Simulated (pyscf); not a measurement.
A first-order saddle from PySCF, ωB97X-D3(BJ)/def2-SVP:

```xyz
11

Ge    -2.4025     0.7959     0.2122
O     -0.8578    -0.2762     0.6655
Sn     0.7558    -0.4599    -0.5362
H     -2.2444     0.3456    -1.2937
H     -3.7557     0.2289     0.6436
H     -2.2090     2.3159     0.1293
H      1.9933    -0.9246     0.5316
H      0.3116    -1.6582    -1.6503
H      0.9872     1.0795    -1.2196
F     -1.8777     0.9525     2.2007
H     -0.9809     0.1482     1.6418
```
Charge 0, spin multiplicity 1.

Surface: singlet, charge 0. Lowest wavenumbers (cm⁻¹): 389i, 50, 77, 81, 235.

Q: Name the species on either side of this saddle.

A: H₃Ge–O–SnH₃ (SMILES [GeH3][O][SnH3]) + HF (SMILES F) <-> F–GeH₃ (SMILES [F][GeH3]) + HO–SnH₃ (SMILES [OH][SnH3]), a four-centre exchange read from left to right: Ge–O, F–H broken and F–Ge, H–O formed. At ωB97M-D3(BJ)/def2-TZVP it lies +7.4 kcal/mol from the left side and +14.5 kcal/mol from the right (each side as separated species at their lowest minima found). On the reactant side the descent ends in a bound adduct (not fully relaxed), 11.4 kcal/mol under the separated species and 19.0 kcal/mol under the saddle at ωB97X-D3(BJ)/def2-TZVP. On the product side the descent ends in a complex (not fully relaxed), 6.0 kcal/mol under the separated species and 18.5 kcal/mol under the saddle at ωB97X-D3(BJ)/def2-TZVP. One saddle was located; it need not be the lowest between these sides. Elements up to Kr have no core potential and no relativistic terms here. Elements past Kr carry the def2 core potentials, without spin-orbit coupling.
